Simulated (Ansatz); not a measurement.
An Ansatz input:

```yaml
crystal:
  lattice:
    - [-1.3650158249, 1.3650158249, 1.3650158249]
    - [1.3650158249, -1.3650158249, 1.3650158249]
    - [1.3650158249, 1.3650158249, -1.3650158249]
  atoms:
    - { symbol: Fe, position: [0.0, 0.0, 0.0] }
hamiltonian:
  xc: r2scan
  pseudopotentials:
    kind: paw
    azcp:
      Fe: "pseudopotentials/Fe.paw.azcp"
basis:
  ecutwfc: 500
  fft_grid_basis: typed
kpoints:
  mp_grid: { grid: [26, 26, 26], shift: [0, 0, 0] }
magnetization:
  spin_polarized: false
scf:
  occupations: { method: fermi_dirac, width: 0.1 }
```

Output

```
Engine: ansatz 0.2.0, x86_64-unknown-linux-gnu
Pseudopotentials: kind: paw
Pseudopotential: Fe, paw, valence charge 16, recommended cutoff 500 eV (meta_gga) 
Functional definition: r2SCAN
  parameter k0 = 0.174
  parameter k1 = 0.065
  parameter a1 = 4.9479
  exchange = r2scan_x(k0 = k0, k1 = k1, a1 = a1)
  correlation = r2scan_c
Crystal: 1 atoms, lattice volume = 10.174 Å³
Basis set: ecut = 500 eV, 249 PW (Γ), exchange–correlation on 72×72×72 points (64 copies of the dense FFT grid, shifted against one another)
Bands: 12, of which v1, the nominal top of the filled ones, is band 8 counted from 1 (7 counted from 0)
Symmetry: 48 space group operations
Space group: Im-3m (ITA 229), of the structure as read, at distance tolerance 2.2e-5 Å
k-points: 511 of 17576
Non-local potential: Fe, projectors of the file, l = 0: 3, l = 1: 2, l = 2: 3, l = 3: 1
PAW form: soft (Blöchl's): semilocal exchange-correlation on the pseudo side does not see the compensation charge
PAW frozen core: Fe, regenerated for the run's functional (the file was generated under x = pbe(κ = 0.804, μ = 0.2195149727645171), c = pbe(β = 0.06672455060314922))
PAW one-centre angular grid: Fe, 590 points (default); XC on 160 Gauss nodes
Initial density: superposition of atomic densities (neutral atoms: chi_scale 0, normalization atom), corrected by the library's trained network
Initial wavefunctions: pseudopotential atomic-orbital guess
Functional: x = r2scan, c = r2scan; τ floored in thin density (d = 2e-4 eV/Å³)
SCF iter   1: F=—  HF=-4484.829594 eV  |F-HF|=—  |Δ(HF+E_count)|=         —  Δρ=1.28e-2  dr2=6.35e-3  dr2_τ=4.50e-2  ethr=1.77e-3  ⟨swp⟩=5.0  Hψ=32379  notcnv=0
SCF iter   2: F=—  HF=-4484.883557 eV  |F-HF|=—  |Δ(HF+E_count)|=   5.40e-2  Δρ=1.70e-2  dr2=1.57e-2  dr2_τ=1.68e-4  ethr=3.97e-5  ⟨swp⟩=2.4  Hψ=16045  notcnv=0
SCF iter   3: F=—  HF=-4484.880447 eV  |F-HF|=—  |Δ(HF+E_count)|=   3.11e-3  Δρ=4.82e-3  dr2=3.27e-4  dr2_τ=5.59e-5  ethr=3.97e-5  ⟨swp⟩=2.9  Hψ=12009  notcnv=0
SCF iter   4: F=—  HF=-4484.881002 eV  |F-HF|=—  |Δ(HF+E_count)|=   5.55e-4  Δρ=2.43e-3  dr2=3.63e-4  dr2_τ=2.58e-6  ethr=2.04e-6  ⟨swp⟩=2.2  Hψ=8575  notcnv=0
SCF iter   5: F=—  HF=-4484.880931 eV  |F-HF|=—  |Δ(HF+E_count)|=   7.14e-5  Δρ=3.08e-4  dr2=4.74e-6  dr2_τ=7.45e-8  ethr=2.04e-6  ⟨swp⟩=2.4  Hψ=9239  notcnv=0
SCF iter   6: F=—  HF=-4484.880927 eV  |F-HF|=—  |Δ(HF+E_count)|=   4.03e-6  Δρ=1.25e-4  dr2=8.91e-7  dr2_τ=1.34e-8  ethr=2.96e-8  ⟨swp⟩=2.0  Hψ=9038  notcnv=0
SCF iter   7: F=-4484.880927 eV  HF=-4484.880927 eV  |F-HF|=1.23e-8  |Δ(HF+E_count)|=   1.29e-7  Δρ=1.72e-5  dr2=1.78e-8  dr2_τ=4.09e-10  ethr=6.25e-10  ⟨swp⟩=1.8  Hψ=17916  notcnv=0
SCF 1 converged in 7 iterations: F = -4484.880927 eV  dr2 = 1.78e-8
SCF converged after 7 iterations
Free energy (F): -4484.880927 eV
Harris-Foulkes:  -4484.880927 eV  (|F-HF|=1.23e-8)
Internal energy: -4484.789442 eV  (E = F + TS)
E sigma→0 (E₀):  -4484.835184 eV
Entropy (-TS):   -0.091485 eV (-91.485 meV/atom)
Fermi energy:    21.141081 eV
--- Per-component energies (eV) ---
  E_band       = -196.051983
  E_kinetic    = 354.990025
  E_local      = -1925.466083  (includes V_loc(G=0)·N_el)
  E_nonlocal   = 217.039029
  E_hartree    = 815.951397
  E_xc         = -114.706216
  E_vxc        = -170.405308  (∫ρ·V_xc dr)
  E_paw        = -1375.314929  (= ΣΔE_a)
  E_vpaw       = -316.402936  (= ΣTr[D̂ρ^β])
  E_aug_tail   = 0.000285  (compensation charges beyond the density's cutoff)
  E_vtau       = 12.297968  (kinetic-family band-sum trace: ∫τ·v_τ [+ j·A + Jᵃ·Aᵃ] dr)
  E_ewald      = -2456.993475
  E_core_change = -0.289475  (= ΣΔE_core)
  E_smearing   = -0.091485  (= −TS)
  E_closure    = -0.000000  (closes the sum)
  Σ components = -4484.880927   (vs F -4484.880927, Δ=0.00e0)
```
